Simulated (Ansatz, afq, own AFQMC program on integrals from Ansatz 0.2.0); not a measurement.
SiH$_{4}$, singlet in 6-31G, levels against full CI

| atom | x (Å) | y (Å) | z (Å) |
| --- | --- | --- | --- |
| Si | 0.0000 | 0.0000 | 0.0000 |
| H | 0.8558 | 0.8587 | 0.8568 |
| H | -0.8596 | -0.8544 | 0.8574 |
| H | -0.8547 | 0.8555 | -0.8611 |
| H | 0.8584 | -0.8599 | -0.8531 |

Basis 6-31G. Only valence electrons are correlated. Ansatz 0.2.0 and our own AFQMC program on the same integrals; the CISD trial comes from CCSD amplitudes, and released means the phaseless constraint is let go. Free AFQMC starts from the CCSD state and is never constrained. Its projection time is finite, and what remains of the start isn't in its error. ± is one standard error of the sampling.

Determinant: RHF, the one that the program's search chose, which needn't be the lowest solution. The geometry is a point of a scan.

Full CI on the same integrals is exact in this basis and with this determinant's frozen core.

The T1 diagnostic is 0.0080, the weight of the determinant in the CISD state is 0.942 and the size of the correlated space is 8 electrons in 16 orbitals.

```csv
level,correlation energy (eV)
MP2,-1.6741
CCSD,-2.3117
CCSD(T),-2.3345
```

Problem. Estimate where phaseless AFQMC with a CISD trial lies against CCSD(T) on the same integrals.

Solution. 0.9 ± 0.09 kJ/mol below CCSD(T).

Reference: full CI, correlation energy -2.344 eV. The released energy is read at 2.40 1/Eh (meV from the phaseless value at times in 1/Eh: -0.8 ± 0.8 at 0.24, -0.2 ± 0.6 at 0.51, 0.3 ± 0.5 at 0.99, 0.6 ± 0.5 at 1.62, 0.9 ± 0.4 at 2.40).

```json
{"level": "CCSD(T)", "E − E(reference) (kJ/mol)": "0.9", "share of correlation (%)": "99.61"}
{"level": "CCSDT", "E − E(reference) (kJ/mol)": "0.1", "share of correlation (%)": "99.96"}
{"level": "CCSDT(Q)", "E − E(reference) (kJ/mol)": "0.0", "share of correlation (%)": "99.99"}
{"level": "CCSDTQ", "E − E(reference) (kJ/mol)": "0.0", "share of correlation (%)": "100.00"}
{"level": "ph-AFQMC/HF", "E − E(reference) (kJ/mol)": "0.2 ± 1.1", "share of correlation (%)": "99.89"}
{"level": "ph-AFQMC/CISD", "E − E(reference) (kJ/mol)": "0.0 ± 0.09", "share of correlation (%)": "100.00"}
{"level": "released AFQMC", "E − E(reference) (kJ/mol)": "0.1 ± 0.04", "share of correlation (%)": "99.96"}
{"level": "free AFQMC", "E − E(reference) (kJ/mol)": "0.0 ± 0.04", "share of correlation (%)": "100.01"}
```

CCSDT and higher add their correlation energy to the determinant of the CCSD(T) run, since their own runs factorise the integrals more tightly (a shift of under 2 meV). Free projections are given only where their last times agree within the noise and don't stop above the reference; a slow remainder of the start can still hide under it. A walk keeps the symmetry of its determinant, which the program's search chose and which needn't be the lowest solution, so a lower state of the same spin and another symmetry isn't excluded. Released energies are given only where the last usable release times agree within the noise; a slower fall can still hide under it.
